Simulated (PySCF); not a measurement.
Run record: core-ionisation job, `N[SiH2][PH3+]`.

Method: delta-SCF UKS SCAN, pcX-2 on the ionised atom, pcseg-1 elsewhere, spin-free X2C (PySCF 2.14.0). Geometry: PBE0-D3(BJ)/def2-SVP. The input is one job of a driver script: a line of settings, then coordinates in Å.

Command:
```bash
OMP_NUM_THREADS=1 python probes_run.py task.json out
```

Input:
```
{"job": {"kind": "xps"}, "charge": 1, "multiplicity": 1}
N     -1.719247    -0.687850    -0.027769
Si    -0.713725     0.643231    -0.245114
P      1.543841    -0.006670     0.185851
H     -1.994603    -1.309813    -0.781116
H     -2.174354    -0.909512     0.851960
H     -0.558176     1.070110    -1.653788
H     -0.841582     1.692461     0.791154
H      2.058502    -0.949845    -0.732449
H      1.730413    -0.624725     1.443029
H      2.497391     1.038235     0.172244
```

Task: Give the output.

Result: 
```
ground state, core basis on atom 0 (N), 116 functions
  cycle   1  E = -690.81762524  |g| = 4.62e-01
  cycle   2  E = -690.67467897  |g| = 8.89e-01
  cycle   3  E = -690.86246359  |g| = 6.95e-02
  cycle   4  E = -690.86386831  |g| = 1.64e-02
  cycle   5  E = -690.86395468  |g| = 4.72e-03
  cycle   6  E = -690.86396344  |g| = 1.54e-03
  cycle   7  E = -690.86396522  |g| = 2.87e-04
  E(ground) = -690.91808137 Eh
hole in N 1s of atom 0
  cycle   1  E = -675.10546391  |g| = 1.86e+00
  cycle   2  E = -674.65535845  |g| = 1.95e+00
  cycle   3  E = -675.77582393  |g| = 3.13e-01
  cycle   4  E = -675.80510680  |g| = 5.27e-02
  cycle   5  E = -675.80643825  |g| = 2.41e-02
  cycle   6  E = -675.80685351  |g| = 4.27e-03
  cycle   7  E = -675.80686723  |g| = 1.55e-03
  cycle   8  E = -675.80686944  |g| = 5.56e-04
  cycle   9  E = -675.80686992  |g| = 1.75e-04
  E(ion) = -675.86021349 Eh   <S^2> = 0.7640   hole on atom = 1.000   binding energy = 409.745 eV
ground state, core basis on atom 1 (Si), 127 functions
  cycle   1  E = -690.94630702  |g| = 2.88e-01
  cycle   2  E = -690.94638567  |g| = 3.77e-02
  cycle   3  E = -690.94640345  |g| = 2.60e-02
  cycle   4  E = -690.94649874  |g| = 4.43e-03
  cycle   5  E = -690.94650303  |g| = 1.17e-03
  cycle   6  E = -690.94650520  |g| = 1.05e-04
  E(ground) = -690.96192817 Eh
hole in Si 1s of atom 1
  cycle   1  E = -621.80171549  |g| = 4.35e+00
  cycle   2  E = -621.97169719  |g| = 2.10e+00
  cycle   3  E = -622.51846877  |g| = 7.51e-01
  cycle   4  E = -622.78192422  |g| = 3.75e-01
  cycle   5  E = -622.83873720  |g| = 1.65e-01
  cycle   6  E = -622.85442037  |g| = 2.97e-02
  cycle   7  E = -622.85493100  |g| = 7.02e-03
  cycle   8  E = -622.85495973  |g| = 3.54e-03
  cycle   9  E = -622.85496882  |g| = 6.47e-04
  cycle  10  E = -622.85496878  |g| = 2.19e-04
  E(ion) = -622.87843045 Eh   <S^2> = 0.7524   hole on atom = 1.000   binding energy = 1852.646 eV
hole in Si 2p of atom 1
  cycle   1  E = -686.46103599  |g| = 1.23e+00
  cycle   2  E = -686.33780659  |g| = 1.09e+00
  cycle   3  E = -686.73340797  |g| = 2.90e-01
  cycle   4  E = -686.77192679  |g| = 1.43e-01
  cycle   5  E = -686.78023008  |g| = 5.71e-02
  cycle   6  E = -686.78227908  |g| = 7.30e-03
  cycle   7  E = -686.78230985  |g| = 3.47e-03
  cycle   8  E = -686.78231876  |g| = 6.56e-04
  cycle   9  E = -686.78232007  |g| = 2.27e-04
  E(ion) = -686.80912202 Eh   <S^2> = 0.7524   hole on atom = 1.003   binding energy = 113.004 eV
  2p3/2 = 112.734 eV   2p1/2 = 113.362 eV
ground state, core basis on atom 2 (P), 127 functions
  cycle   1  E = -690.96203943  |g| = 3.39e-01
  cycle   2  E = -690.96212493  |g| = 2.78e-02
  cycle   3  E = -690.96208606  |g| = 3.22e-02
  cycle   4  E = -690.96235540  |g| = 4.49e-03
  cycle   5  E = -690.96235923  |g| = 3.13e-03
  cycle   6  E = -690.96236048  |g| = 1.17e-04
  E(ground) = -690.98845004 Eh
hole in P 1s of atom 2
  cycle   1  E = -610.55753475  |g| = 4.72e+00
  cycle   2  E = -608.91304580  |g| = 2.60e+00
  cycle   3  E = -606.41351140  |g| = 2.34e+00
  cycle   4  E = -611.65831183  |g| = 2.76e-01
  cycle   5  E = -611.67229702  |g| = 2.09e-01
  cycle   6  E = -611.69781744  |g| = 2.09e-02
  cycle   7  E = -611.69805814  |g| = 6.24e-03
  cycle   8  E = -611.69807839  |g| = 9.90e-04
  cycle   9  E = -611.69807885  |g| = 6.40e-04
  cycle  10  E = -611.69807911  |g| = 3.09e-04
  E(ion) = -611.72480009 Eh   <S^2> = 0.7521   hole on atom = 1.000   binding energy = 2156.874 eV
hole in P 2p of atom 2
  cycle   1  E = -685.29270234  |g| = 1.38e+00
  cycle   2  E = -683.71086652  |g| = 1.77e+00
  cycle   3  E = -685.26747106  |g| = 8.55e-01
  cycle   4  E = -685.65823369  |g| = 1.45e-01
  cycle   5  E = -685.67134101  |g| = 8.33e-02
  cycle   6  E = -685.67501738  |g| = 2.65e-02
  cycle   7  E = -685.67545008  |g| = 5.26e-03
  cycle   8  E = -685.67546893  |g| = 1.97e-03
  cycle   9  E = -685.67547272  |g| = 7.76e-04
  cycle  10  E = -685.67547410  |g| = 4.37e-04
  E(ion) = -685.71110398 Eh   <S^2> = 0.7542   hole on atom = 1.002   binding energy = 143.604 eV
  2p3/2 = 143.353 eV   2p1/2 = 144.242 eV
```

Cycles run on a coarse grid; E(ground) and E(ion) are re-evaluated on a finer one, so they differ from the last cycle. For a 2p shell the printed binding energy is that of one 2p hole without spin–orbit coupling; the 2p3/2 and 2p1/2 values follow from a further step that adds the ground-state splitting of the three 2p orbitals and a mean-field spin–orbit operator, and the shell mean corrects the one hole to the average of the three. The program numbers atoms from 0.

Task: How does the 1s binding energy of N1 follow from the two total energies?

Result: E(ion) − E(ground) = -675.86021349 − (-690.91808137) = 15.057868 Eh, times 27.211386 eV gives 409.75 eV.

Summary of the converged run: N1s of N1 409.75 eV; Si1s of Si2 1852.65 eV; Si2p of Si2 112.94 eV (mean of the 2p shell); P1s of P3 2156.87 eV; P2p of P3 143.65 eV (mean of the 2p shell).

Isolated species at its PBE0-D3(BJ)/def2-SVP geometry (one conformer only).

Task: Estimate the wall time. Hardware: one thread, Intel Xeon Platinum 8259CL at 2.50 GHz (x86_64), no GPU, shared host. And the peak memory of the process?

Result: About 33 s, with 0.49 GiB resident at the peak, the Python interpreter and its libraries included.
Labels such as C1 count atoms from 1, the log's own numbers from 0.
